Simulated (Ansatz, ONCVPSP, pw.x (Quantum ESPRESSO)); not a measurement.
**What a changed setting does to a pw.x run (bcc W)**

Potential: optimised norm-conserving Vanderbilt (ONCV), ONCVPSP 4.0.1.1 (patched build), PBE; core [Kr] 4d10 4f14, reference 5s2 5p6 5d4 6s2; waves: 5s+6s: rc 1.45 bohr, ncon 4, nbas 8, qcut 8.4 1/bohr, 3 projectors, debl 0.9 Ha; 5p: rc 1.70 bohr, ncon 3, nbas 7, qcut 11.5 1/bohr, 2 projectors, debl 3.3 Ha; 5d: rc 2.55 bohr, ncon 4, nbas 8, qcut 5.2 1/bohr, 2 projectors, debl 1.2 Ha; local part: polynomial inside 1.20 bohr (lpopt 2, dvloc0 0 Ha); core correction: Teter function, fcfact 5.25, rcfact 1.4.

The reference run (k-mesh 14³, cutoffs 95/380 Ry, Fermi–Dirac 0.01 Ry, mixing_beta 0.4, conv_thr 1e-9, no spin) gives -2.88 GPa at 16.130 Å³/atom, where all-electron LAPW gives 0.30 GPa. This run, with its own iteration cap, changes mixing_mode to local-TF.

```
&control
  calculation='scf', prefix='x', pseudo_dir='./', outdir='./tmp', tstress=.true., disk_io='none'
/
&system
  ibrav=0, nat=1, ntyp=1, ecutwfc=95, ecutrho=380, nbnd=15,
  occupations='smearing', smearing='fd', degauss=0.01
/
&electrons
  conv_thr=1e-09, mixing_beta=0.4, electron_maxstep=50, mixing_mode='local-TF'
/
ATOMIC_SPECIES
W 1.0 W.UPF
CELL_PARAMETERS angstrom
  -1.59168867 1.59168867 1.59168867
  1.59168867 -1.59168867 1.59168867
  1.59168867 1.59168867 -1.59168867
ATOMIC_POSITIONS crystal
W 0.0000 0.0000 0.0000
K_POINTS automatic
14 14 14 0 0 0
```

```bash
pw.x < W.scf.in > W.scf.out
```

Question: How does the run end?

Answer: It converges in 8 iterations; the free energy moves by +0.0 meV/atom and the pressure by -0.02 GPa. The result is that of the reference run.

```
Message from routine setup:
     using ibrav=0 with symmetry is DISCOURAGED, use correct ibrav instead
     lattice parameter (alat)  =       5.2098  a.u.
     unit-cell volume          =     108.8506 (a.u.)^3
     number of electrons       =        14.00
     number of Kohn-Sham states=           15
     kinetic-energy cutoff     =      95.0000  Ry
     charge density cutoff     =     380.0000  Ry
     scf convergence threshold =      1.0E-09
     Exchange-correlation= PBE
     number of k points=   104  Fermi-Dirac smearing, width (Ry)=  0.0100
     iteration #  1     ecut=    95.00 Ry     beta= 0.40
     total energy              =    -153.18684108 Ry
     estimated scf accuracy    <       0.03900715 Ry
     iteration #  2     ecut=    95.00 Ry     beta= 0.40
     total energy              =    -153.17805286 Ry
     estimated scf accuracy    <       0.01871160 Ry
     iteration #  3     ecut=    95.00 Ry     beta= 0.40
     total energy              =    -153.18088201 Ry
     estimated scf accuracy    <       0.00002567 Ry
     iteration #  4     ecut=    95.00 Ry     beta= 0.40
     total energy              =    -153.18090044 Ry
     estimated scf accuracy    <       0.00000711 Ry
     iteration #  5     ecut=    95.00 Ry     beta= 0.40
     total energy              =    -153.18090175 Ry
     estimated scf accuracy    <       0.00000017 Ry
     iteration #  6     ecut=    95.00 Ry     beta= 0.40
     total energy              =    -153.18090175 Ry
     estimated scf accuracy    <       0.00000002 Ry
     iteration #  7     ecut=    95.00 Ry     beta= 0.40
     total energy              =    -153.18090176 Ry
     estimated scf accuracy    <          1.1E-09 Ry
     iteration #  8     ecut=    95.00 Ry     beta= 0.40
     the Fermi energy is    22.2774 ev
!    total energy              =    -153.18090176 Ry
     estimated scf accuracy    <          1.3E-10 Ry
     smearing contrib. (-TS)   =      -0.00244609 Ry
     The total energy is F=E-TS. E is the sum of the following terms:
     one-electron contribution =     -14.57779461 Ry
     hartree contribution      =      15.59148162 Ry
     xc contribution           =     -35.62100160 Ry
     ewald contribution        =    -118.57114108 Ry
     convergence has been achieved in   8 iterations
          total   stress  (Ry/bohr**3)                   (kbar)     P=      -28.98
     Message from routine punch:
     Nothing written, as per user request (disk_io='none')
```

The run took about 34 s on one core of a shared host (Neoverse-V2, 192 threads, 742 GiB, load 32).
